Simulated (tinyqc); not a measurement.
Inside a calculation. Method: extended Hueckel theory, for CH4. Computed by tinyqc, a small Python program that keeps every step (integrals from PySCF). Settings: charge = 0, K = 1.75, multiplicity = 1. Command: `OMP_NUM_THREADS=1 python tinyqc.py 21474 21475 out.jsonl` (the two numbers bound the seeds that draw the settings). One thread of a shared host (Intel(R) Xeon(R) Processor @ 2.60GHz), about 0.01 s of CPU time with the checks.

## Overlaps

Geometry (angstrom):
```
atom         x         y         z
C      0.00000   0.00000   0.00000
H      0.60400   0.60400   0.60400
H      0.60400  -0.60400  -0.60400
H     -0.60400   0.60400  -0.60400
H     -0.60400  -0.60400   0.60400
```

Parameters chosen for this run:
```
element  shell  Slater exponent  H_ii (eV)
C           2s          1.62500  -21.40000
C           2p          1.62500  -11.40000
H           1s          1.30000  -13.60000
```

Slater orbitals, each expanded in six Gaussians scaled to its exponent.

overlap S:
```
          1C 2s    1C 2px    1C 2py    1C 2pz    2H 1s     3H 1s     4H 1s     5H 1s
1C 2s   1.00000   0.00000   0.00000   0.00000  0.51718   0.51718   0.51718   0.51718
1C 2px  0.00000   1.00000   0.00000   0.00000  0.29211   0.29211  -0.29211  -0.29211
1C 2py  0.00000   0.00000   1.00000   0.00000  0.29211  -0.29211   0.29211  -0.29211
1C 2pz  0.00000   0.00000   0.00000   1.00000  0.29211  -0.29211  -0.29211   0.29211
2H 1s   0.51718   0.29211   0.29211   0.29211  1.00000   0.16650   0.16650   0.16650
3H 1s   0.51718   0.29211  -0.29211  -0.29211  0.16650   1.00000   0.16650   0.16650
4H 1s   0.51718  -0.29211   0.29211  -0.29211  0.16650   0.16650   1.00000   0.16650
5H 1s   0.51718  -0.29211  -0.29211   0.29211  0.16650   0.16650   0.16650   1.00000
```

## Wolfsberg-Helmholz matrix

diagonal H_ii (eV): 1C 2s -21.40000, 1C 2px -11.40000, 1C 2py -11.40000, 1C 2pz -11.40000, 2H 1s -13.60000, 3H 1s -13.60000, 4H 1s -13.60000, 5H 1s -13.60000

K = 1.75000

H_ij = K' S_ij (H_ii + H_jj)/2 for i != j (the diagonal keeps H_ii), with K' = 1.75.

H (eV):
```
            1C 2s     1C 2px     1C 2py     1C 2pz      2H 1s      3H 1s      4H 1s      5H 1s
1C 2s   -21.40000    0.00000    0.00000    0.00000  -15.83862  -15.83862  -15.83862  -15.83862
1C 2px    0.00000  -11.40000    0.00000    0.00000   -6.38987   -6.38987    6.38987    6.38987
1C 2py    0.00000    0.00000  -11.40000    0.00000   -6.38987    6.38987   -6.38987    6.38987
1C 2pz    0.00000    0.00000    0.00000  -11.40000   -6.38987    6.38987    6.38987   -6.38987
2H 1s   -15.83862   -6.38987   -6.38987   -6.38987  -13.60000   -3.96258   -3.96258   -3.96258
3H 1s   -15.83862   -6.38987    6.38987    6.38987   -3.96258  -13.60000   -3.96258   -3.96258
4H 1s   -15.83862    6.38987   -6.38987    6.38987   -3.96258   -3.96258  -13.60000   -3.96258
5H 1s   -15.83862    6.38987    6.38987   -6.38987   -3.96258   -3.96258   -3.96258  -13.60000
```

## Orbitals

valence electrons = 8

Solve H C = S C e through S^(-1/2); fill by pairs from the bottom, a degenerate level sharing its electrons equally; each orbital has its largest coefficient positive (the first on a tie).

orbital energies (eV): -24.68101  -15.53751  -15.53751  -15.53751  6.98989  6.98989  6.98989  43.19768

occupations: 2.00000  2.00000  2.00000  2.00000  0.00000  0.00000  0.00000  0.00000

coefficients:
```
            MO1       MO2       MO3       MO4       MO5       MO6       MO7       MO8
1C 2s   0.62857   0.00000   0.00000   0.00000   0.00000   0.00000   0.00000   1.75938
1C 2px  0.00000   0.46330   0.03853  -0.28754  -0.22145   0.27474   1.12699   0.00000
1C 2py  0.00000  -0.27654   0.22241  -0.41578   0.42283   1.08752  -0.18203   0.00000
1C 2pz  0.00000   0.08769   0.49786   0.20799   1.08019  -0.36938   0.30230   0.00000
2H 1s   0.16772   0.15335   0.42397  -0.27676  -0.69879  -0.54138  -0.68008  -0.74419
3H 1s   0.16772   0.36439  -0.38092  -0.04456   0.94029   0.24177  -0.54893  -0.74419
4H 1s   0.16772  -0.46238  -0.17543  -0.18787   0.23769  -0.64459   0.87859  -0.74419
5H 1s   0.16772  -0.05536   0.13238   0.50919  -0.47918   0.94420   0.35042  -0.74419
```

sum of one-electron energies = -142.58706 eV

Within a degenerate level the vectors are fixed only up to a rotation; this is one choice.

## Mulliken analysis

P = C n C^T; charge = valence electrons (C 4, H 1) minus the sum of (P S)_ii on the atom; overlap population = 2 sum P_ij S_ij between two atoms.

charges: 1C -0.18973, 2H 0.04743, 3H 0.04743, 4H 0.04743, 5H 0.04743

Overlap populations:
```
pair      value
2-1    0.803335
3-1    0.803335
3-2   -0.043395
4-1    0.803335
4-2   -0.043395
4-3   -0.043395
5-1    0.803335
5-2   -0.043395
5-3   -0.043395
5-4   -0.043395
```
